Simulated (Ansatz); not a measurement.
**Al₂H (quartet): from Hartree-Fock to the top rungs, cc-pVTZ**

One table from this session's results is given with a row withheld; the runs are named, their logs left out.

Method: cc-pVTZ, core rule «outside noble gas», up to 10 orbitals frozen; program: Ansatz 0.2.0, Gaussian basis.

Plan: UHF; CCSD(T) on ROHF; CCSD(T) on UHF; BCCD(T) on ROHF; CCSDT(Q) on ROHF; CCSDT(Q) on UHF; CASSCF and MRCISD+Q, 7 electrons in 9 orbitals; CASSCF and NEVPT2, 7 electrons in 9 orbitals.

23 further runs of the same task are left out: 8 that didn't finish, 15 set aside as unsound or not needed.

### The system

The geometry is a PBE0/def2-TZVP stationary point (not a proven minimum) of the parent state, kept for this charge and spin.

3 atoms, charge 0, spin multiplicity 4.

Atoms are counted from 1 here; the program's logs count them from 0.

Bond lengths: Al1–Al2 2.677 Å, Al1–H3 1.619 Å. Angles: Al2–Al1–H3 180.0°.

Set-up of the first run:

in.yaml reads:

```yaml
crystal:
  periodic: [false, false, false]
  atoms:
    - {symbol: Al, position_ang: [0.000000, 0.000000, 0.352569]}
    - {symbol: Al, position_ang: [0.000000, 0.000000, -2.324369]}
    - {symbol: H, position_ang: [0.000000, 0.000000, 1.971799]}
basis:
  gaussian: {orbitals: cc-pVTZ}
magnetization: {spin_polarized: true, initial_magnetization: 3}
hamiltonian: {xc: hf}
output: {orbitals: {seedname: orbitals}}
```

The run is started by

```console
$ ansatz run in.yaml --threads 1 --pin off --events-out ev --progress --plain --max-ram 2393MiB
```

Steps of the session up to this table: UHF; CCSD(T) on ROHF; CCSD(T) on UHF; BCCD(T) on ROHF; CCSDT(Q) on ROHF; CCSDT(Q) on UHF; CASSCF and MRCISD+Q, 7 electrons in 9 orbitals; CASSCF and NEVPT2, 7 electrons in 9 orbitals.

One of the session's tables, all rows but one given; the rest of the session is left out.

| method | from UCCSDT(Q) (kJ/mol) |
| --- | --- |
| ROHF | +388.4 |
| UHF | +374.5 |
| RMP2 | +89.0 |
| UMP2 | ? |
| RCCSD | +29.4 |
| UCCSD | +28.0 |
| RCCSD(T) | +6.9 |
| UCCSD(T) | +7.0 |
| BCCD(T) | +7.1 |
| RCCSDT | +2.2 |
| UCCSDT | +1.8 |
| RCCSDT(Q) | +0.2 |
| UCCSDT(Q) | 0 |
| CASSCF valence | +217.8 |
| NEVPT2 valence | +63.6 |
| MRCISD valence | +15.7 |
| MRCISD+Q valence | +1.8 |

Estimate the missing values for UMP2.

**Answer.** from UCCSDT(Q) (kJ/mol): +97.5. In the column «from UCCSDT(Q) (kJ/mol)» it lies between RMP2 (+89.0) and CASSCF valence (+217.8).

Among the levels timed on like hardware and quicker than the yardstick, those that no quicker one beats, quickest first: NEVPT2 valence (11 s, +63.6 kJ/mol); UCCSD(T) (13 s, +7.0 kJ/mol); RCCSD(T) (16 s, +6.9 kJ/mol); MRCISD+Q valence (17 s, +1.8 kJ/mol).

Caveats from the session: Of the multireference levels listed MRCISD+Q valence comes nearest in total energy (+1.8 kJ/mol), which doesn't show that its space is the better one. Restricted and unrestricted rows rest on different reference determinants; where their highest levels disagree by more than a few hundredths of an eV, they describe different states and don't form one ladder.
